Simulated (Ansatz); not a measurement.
Total energies of the cluster Li3H4 from Ansatz at PBE0-D4/def2-TZVPD, gas phase (1 Eh = 27.2114 eV = 2625.5 kJ/mol). The reference geometry is relaxed at r2SCAN-D4/def2-TZVP.

```xyz
7

Li   -2.582    0.378   -0.028
Li   -0.347    1.407    1.319
Li    0.229   -0.632   -0.589
H     1.764   -1.774   -1.459
H     0.865    0.451    0.573
H     2.124   -1.326   -0.974
H    -2.052    1.497    1.158
```

```tsv
state	geometry	energy (Eh)
charge 0 doublet	reference	-24.85341
charge -1 singlet	reference	-24.85738
charge -1 singlet	relaxed at r2SCAN-D4/def2-TZVPD	-24.86108
free Li atom (doublet)	–	-7.46705
free H atom (doublet)	–	-0.50104
```

Q: Work out the vertical electron affinity, to the singlet.

A: E(charge 0 doublet) − E(charge -1 singlet) = -24.85341 − (-24.85738) = 0.00397 Eh = 0.11 eV.

Q: How much does the charge -1 singlet relax, and what is the adiabatic electron affinity?

A: Relaxation: -24.85738 − (-24.86108) = 0.00370 Eh = 0.10 eV. Adiabatic electron affinity: 0.00767 Eh = 0.21 eV, without zero-point energy. In the charge -1 singlet, H4 and H6 lie 0.76 Å apart (atoms count from 1), so H2 has formed as a molecule.

Q: What is the binding energy per atom against free atoms?

A: Atoms: 3 × (-7.46705) + 4 × (-0.50104) = -24.40531 Eh. Binding: -24.40531 − (-24.85341) = 0.44810 Eh = 12.19 eV, or 1.74 eV for each of 7 atoms (no zero-point energy, no counterpoise term).

The restricted singlet is unstable towards broken spin symmetry in Hartree–Fock (as tested in another run); at PBE0-D4/def2-TZVPD this wasn't settled. At PBE0-D4/def2-TZVPD the highest occupied level of the charge -1 singlet lies above zero (up to 0.86 eV). Energy differences disagree on whether the electron is bound (positive means bound): 0.11 eV (vertical, to the charge 0 doublet, at PBE0-D4/def2-TZVPD), but -0.07 eV at CCSD/def2-TZVPD. At PBE0-D4/def2-TZVPD the highest occupied level of the relaxed charge -1 singlet lies above zero (up to 0.80 eV). By energy differences its removal costs 0.21 eV (each at its own geometry, to the charge 0 doublet, at PBE0-D4/def2-TZVPD); the vertical value is larger still, so the positive level points to self-interaction error. A triplet lies near this restricted singlet, and broken spin symmetry wasn't tried. 

The structure comes from a short search, and lower isomers may exist.
